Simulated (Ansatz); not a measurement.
## Worked example: correlation energy of H3Si–SiH2⁺, singlet

Geometry: that of the H3Si–SiH2, doublet, kept fixed.

```xyz
7

Si   -0.0305    0.0000    1.1383
Si    0.0696    0.0000   -1.1851
H     0.6628   -1.2107    1.6524
H     0.6628    1.2107    1.6524
H    -1.4280    0.0000    1.6551
H    -0.4929   -1.2186   -1.8288
H    -0.4929    1.2186   -1.8288
```

Basis cc-pVDZ; Ansatz 0.2.0. Only valence electrons are correlated (noble-gas cores frozen), which leaves 12 electrons in 51 orbitals. Prefix R: restricted or restricted open-shell reference.

Full CI isn't at hand for all of this; RCCSDT(Q) serves as the reference, and is uncertain by about the last step of the cluster series.

Runs differ by some tens of microhartree through their thresholds, so steps under 0.03 kcal/mol mean nothing.

| level | total energy (hartree) |
| --- | --- |
| RHF | -580.434915 |
| RMP2 | -580.617852 |
| RCCSD | -580.665748 |
| RCCSD(T) | -580.671231 |
| RCCSDT | -580.672480 |
| RCCSDT(Q) | -580.672701 |

Q: What is the correlation energy at RCCSDT(Q), and what share of it do RMP2 and RCCSD recover?

A: E(corr) = -580.672701 − (-580.434915) = -0.237786 hartree = -6.470 eV. RMP2: -0.182937 / -0.237786 = 76.93 %. RCCSD: -0.230833 / -0.237786 = 97.08 %.

Q: By how many kcal/mol does RCCSD(T) miss RCCSDT(Q) (1 hartree = 627.509 kcal/mol), and which steps make up the rest?

A: -580.671231 − (-580.672701) = 0.001470 hartree = 0.92 kcal/mol. Steps: RCCSDT − RCCSD(T) = -0.78, RCCSDT(Q) − RCCSDT = -0.14 kcal/mol. Differences between like states or geometries often cancel part of this.
